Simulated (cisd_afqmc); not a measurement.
Input (AFQMC/CISD/cc-pV(T+d)Z; cisd_afqmc is a phaseless AFQMC code with CISD trial states that reads the integrals written by Ansatz): A basis named .json is the Basis Set Exchange file of that set.

Ansatz 0.2 input:
```python
import cisd_afqmc

open("ham.yaml", "w").write("""\
crystal:
  periodic: [false, false, false]
  atoms:
    - {symbol: C, position_ang: [-0.00042255, -0.00054284, 0.66960135]}
    - {symbol: C, position_ang: [0.00042255, 0.00054284, -0.66960135]}
    - {symbol: Cl, position_ang: [0.00445506, 1.45010323, 1.59085632]}
    - {symbol: Cl, position_ang: [-0.00646138, -1.45268070, 1.58849617]}
    - {symbol: Cl, position_ang: [-0.00445506, -1.45010323, -1.59085632]}
    - {symbol: Cl, position_ang: [0.00646138, 1.45268070, -1.58849617]}
basis:
  gaussian:
    orbitals: cc-pV_T+d_Z.json
magnetization: {spin_polarized: false}
correlation: {method: ccsd, electrons: outside_noble_gas, hamiltonian_folder: ham}
""")
rep = cisd_afqmc.ansatz("ham.yaml")
e_ccsd = rep["correlation"]["coupled_cluster"]["energy"]["hartree"]
out = cisd_afqmc.run("ham", e_ccsd, trial="CISD", walkers=1000, populations=1, threads=12, dt=0.005, steps=40, early=24, settle=10, least=100,
    cut=5e-5, rank_cut=2e-4, target=0.0004, seconds=1500, seed=4, memory=62639, gpu=True)
```

Output:

```
E(CCSD) on the cut factors = -1914.911439, shift to the whole factors -0.000007
Energy of the trial state on the determinant = -1914.911385
  tau behind 7.2 of longer steps, mean of the populations' last blocks
   2.0  -1914.97146
   4.0  -1914.97401
   6.0  -1914.97504
   8.0  -1914.97824
  10.0  -1914.97532
  12.0  -1914.96864
  14.0  -1914.97247
  16.0  -1914.97273
  18.0  -1914.97386
  20.0  -1914.97021
  22.0  -1914.97008
  24.0  -1914.97114
  26.0  -1914.97421
  28.0  -1914.97266
  30.0  -1914.97494
  32.0  -1914.97756
  34.0  -1914.97209
  36.0  -1914.97277
  38.0  -1914.97365
  40.0  -1914.97329
  42.0  -1914.97223
  44.0  -1914.97381
  46.0  -1914.96639
  48.0  -1914.97801
  50.0  -1914.97170
  52.0  -1914.96606
  54.0  -1914.96607
  56.0  -1914.97085
  58.0  -1914.97315
  60.0  -1914.96897
  62.0  -1914.97013
  64.0  -1914.97421
  66.0  -1914.97707
  68.0  -1914.97444
  70.0  -1914.97730
  72.0  -1914.96744
  74.0  -1914.97372
  76.0  -1914.97188
  78.0  -1914.96842
  80.0  -1914.96975
  82.0  -1914.96939
  84.0  -1914.97287
  86.0  -1914.97064
  88.0  -1914.97290
  90.0  -1914.97018
  92.0  -1914.97455
  94.0  -1914.97765
  96.0  -1914.97486
  98.0  -1914.97443
 100.0  -1914.97349
 102.0  -1914.97599
 104.0  -1914.97717
 106.0  -1914.97262
 108.0  -1914.97098
 110.0  -1914.97047
 112.0  -1914.97133
 114.0  -1914.96855
 116.0  -1914.96905
 118.0  -1914.97218
 120.0  -1914.97030
 122.0  -1914.97247
 124.0  -1914.97489
 126.0  -1914.97777
 128.0  -1914.96870
 130.0  -1914.97231
blocks 640 (0 outliers left out), error by blocks joined: 1: 0.00020, 2: 0.00025, 4: 0.00031, 8: 0.00036, 16: 0.00040
E(AFQMC/CISD) = -1914.97251 +/- 0.00040
```

 In a CCSD(T) run of this state the restricted determinant is unstable towards broken spin symmetry.
